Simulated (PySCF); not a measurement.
Ionisation energies (eV) were calculated with PySCF 2.14 by MP2 (valence), LDA, UHF, in another order, as differences of total energies without spin-orbit coupling. The measured values are between term centres (NIST).

```json
{"species": "Si (ANO-RCC-VTZP, spin-free X2C)", "measured": "8.157", "A": "8.233", "B": "7.628", "C": "8.036"}
{"species": "S (ANO-RCC-VTZP, spin-free X2C)", "measured": "10.336", "A": "10.539", "B": "9.220", "C": "9.956"}
{"species": "Cl (ANO-RCC-VTZP, spin-free X2C)", "measured": "12.974", "A": "13.176", "B": "11.748", "C": "12.713"}
{"species": "Ga (ANO-RCC-VTZP, spin-free X2C)", "measured": "5.931", "A": "6.068", "B": "5.521", "C": "5.676"}
{"species": "Kr (ANO-RCC-VTZP, spin-free X2C)", "measured": "14.222", "A": "14.365", "B": "13.046", "C": "13.997"}
{"species": "Sn⁺ (ANO-RCC-VTZP, spin-free X2C)", "measured": "14.282", "A": "14.422", "B": "13.755", "C": "13.941"}
{"species": "Xe (ANO-RCC-VTZP, spin-free X2C)", "measured": "12.565", "A": "12.664", "B": "11.476", "C": "12.302"}
{"species": "Au (ANO-RCC-VTZP, spin-free X2C)", "measured": "9.226", "A": "9.942", "B": "7.680", "C": "9.145"}
```

Task: Which column is which method?

Result: A is LDA (mean error 0.21 eV); B is UHF (mean error -0.95 eV); C is MP2 (valence) (mean error -0.24 eV). LDA overbinds the outer electron and comes out highest. Hartree-Fock lacks the correlation of the electron removed and comes out lowest. Valence MP2 in a finite basis recovers only part of the missing correlation, so it stays below experiment on average.
